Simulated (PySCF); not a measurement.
The calculation used core-valence-separated Tamm–Dancoff BHandHLYP/aug-pcX-1 (pcseg-1 on H) in PySCF, non-relativistic, gas phase, PBE0-D3(BJ)/def2-SVP geometry. No empirical shift is added; at this level the pattern usually sits a few eV under experiment.

Main lines of an unknown, eV (oscillator strength): C K: 286.7 (0.050), 287.2 (0.026), 287.4 (0.070), 287.7 (0.068), 288.1 (0.032); O K: 533.9 (0.026), 534.1 (0.013), 534.6 (0.014), 534.8 (0.003), 535.0 (0.011). Listed: the first five lines at most of each edge with a tenth or more of its strongest line's intensity; roots within 0.03 eV on the same or equivalent atoms are summed. Only the lowest roots were sought, and the top ones are left out.

Question: Which candidate gives them?
A. `COCOC`
B. `C[C@H](O)CO`

Answer: A. 

- `COCOC`: C K: 286.7 (0.050), 287.2 (0.026), 287.4 (0.070), 287.7 (0.068), 288.1 (0.032); O K: 533.9 (0.026), 534.1 (0.013), 534.6 (0.014), 534.8 (0.003), 535.0 (0.011). First C line listed at 286.7 eV, hole on the methoxy carbon; first O line listed at 533.9 eV, hole on the ether oxygen.
- `C[C@H](O)CO`: C K: 285.2 (0.013), 286.0 (0.028), 286.3 (0.016), 286.7 (0.021), 286.7 (0.008); O K: 532.3 (0.021), 532.6 (0.014), 534.1 (0.003), 534.2 (0.013), 534.4 (0.010). First C line listed at 285.2 eV, hole on the methyl carbon; first O line listed at 532.3 eV, hole on the alcohol oxygen.

One conformer each; other structures than these candidates weren't tested.

Shape of the structure used: `[CH3:1][O:2][CH2:3][O:4][CH3:5]`: C1–O2–C3–O4 -67°, O2–C3–O4–C5 -67°.
